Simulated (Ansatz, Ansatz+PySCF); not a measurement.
```csv
atom,x (Å),y (Å),z (Å)
Cl,0.0000,0.0000,-0.6144
F,0.0000,0.0000,1.1605
```

RHF on singlet ClF was run in several spherical basis sets with Ansatz (development build ahead of 0.2.0).

Question: Rank the basis sets by the total energy that they give, lowest first, with the distance from the lowest.
A. cc-pVDZ
B. def2-SVP
C. def2-TZVP
D. cc-pVTZ
E. 6-31G(d)

Answer: D (0.00 eV), C (0.03 eV), A (1.39 eV), E (2.22 eV), B (7.90 eV).

Totals follow the description of the cores as much as that of the bonds, so this order isn't one of quality for chemistry.
